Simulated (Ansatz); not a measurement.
A structure relaxed at PBE0-D4/def2-TZVP, charge 0, multiplicity 1:

```xyz
11

F    -0.257   -1.165    1.623
C     0.716   -0.438    0.969
C     0.292   -0.251   -0.474
F     1.350    0.345   -1.135
C    -0.949    0.582   -0.635
F    -0.817    1.789    0.016
H     1.658   -0.990    1.010
H     0.829    0.528    1.466
H     0.109   -1.230   -0.933
H    -1.803    0.048   -0.209
H    -1.128    0.782   -1.695
```

Problem. Give its formula and SMILES.

Solution. C3H5F3, `FCC(F)CF`.

Problem. Summarise the bond lengths by kind.

Solution. 3 × C–F 1.378 to 1.382 Å; 2 × C–C 1.504 to 1.515 Å; 5 × C–H 1.092 to 1.097 Å.

Results of the Gaussian-basis code of Ansatz.
